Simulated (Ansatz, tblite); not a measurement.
Forces on Li3⁻ at its r2SCAN/def2-TZVPD geometry. Total charge -1; singlet.

The xTB rows come from tblite. At r2SCAN/def2-TZVPD the restricted singlet is unstable: a solution with broken spin symmetry lies lower. At r2SCAN/def2-TZVPD the highest occupied level of the charge -1 singlet lies above zero (up to 0.32 eV). Its loss leaves the charge 0 doublet, which lies 0.95 eV higher (vertical, at r2SCAN/def2-TZVPD), but this difference is unsure: the doublet is doubtful (geometry relaxed on an unsound state). The geometry of the singlet was relaxed on an unsound state (restricted singlet, unstable towards broken spin symmetry). The structure comes from a short search, and lower isomers may exist.

GFN1-xTB (tblite), largest force 0.78 eV/Å:

```xyz
3
positions Å, forces eV/Å
Li    0.428   -3.051    0.212   -0.109    0.774   -0.054
Li    0.000    0.000    0.000    0.000    0.000    0.000
Li   -0.428    3.051   -0.212    0.109   -0.774    0.054
```

GFN2-xTB (tblite), largest force 0.57 eV/Å:

```
Li -0.080 0.567 -0.039
Li 0.000 0.000 0.000
Li 0.080 -0.567 0.039
```

r2SCAN/def2-TZVPD (Ansatz), largest force 0.00 eV/Å:

```
Li 0.000 0.001 0.000
Li 0.000 0.000 0.000
Li 0.000 -0.001 0.000
```
